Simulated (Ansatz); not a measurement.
A calculation on hcp Os returned lattice constant a 2.754 Å, lattice parameter c 4.346 Å, equilibrium volume per atom 14.28 Å³/atom.

For reference: lattice constant a 2.734 Å (measured, 293 K, no zero-point or thermal correction, sources range from 2.734 to 2.740; as tabulated in Wikipedia's data pages); lattice parameter c 4.320 Å (measured, 293 K, not corrected to a static lattice; as tabulated in Wikipedia's data pages); equilibrium volume per atom 13.85 Å³/atom (measured, copied from a table, unchecked, extrapolated to 0 K and zero-point effects removed; as tabulated in Lejaeghere et al. (2013), arXiv:1204.2733).

Question: Which level of theory produced these numbers?
(A) PBE (Ansatz, a first-principles code)
(B) PBE-D4 (Ansatz)
(C) PBEsol (Ansatz)
(D) HSE06 (Ansatz)

Answer: A, PBE (Ansatz)

The others give: HSE06 2.721 Å, 4.302 Å, 13.80 Å³/atom; PBE-D4 2.737 Å, 4.323 Å, 14.03 Å³/atom; PBEsol 2.729 Å, 4.308 Å, 13.89 Å³/atom.

Unless a cell is named, each level is at its own relaxed cell (HSE06 13.80, PBE 14.28, PBE-D4 14.03, PBEsol 13.89 Å³/atom).

Caveats: hybrids on metals are sensitive to the k mesh and can open a false gap (HSE06). Ansatz's density-functional and Hartree–Fock values are scalar-relativistic unless marked +SOC, with PAW data made under PBE.
